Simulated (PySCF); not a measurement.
Gas-phase reaction: 3 C3H8 + C6H6 ⇌ 5 C3H6 (propylene)

Energies from PySCF, thermal terms from the rigid-rotor harmonic-oscillator model, ideal gas at 1 bar. The comparison is the NASA 1993 polynomial table, which mixes measured and estimated data. † marks an energy on the PBE0/def2-TZVP geometry and frequencies; other levels use their own. CCSD(T) freezes the core. All species are closed-shell singlets. CCSD(T) isn't extrapolated to the basis-set limit.

Levels: a) PBE0/def2-SVP†; b) CCSD(T)/def2-SVP†; c) LDA/def2-TZVP†; d) PBE/def2-SVP.

Q: Order the levels by the distance of their ΔH°(298 K) from the table for this reaction, closest first.

A: b (+22 kJ), d (+43 kJ), a (+71 kJ), c (+90 kJ)

The table gives 330 kJ. The order holds for this reaction alone, and for the 1993 entries, some of which have been revised since.
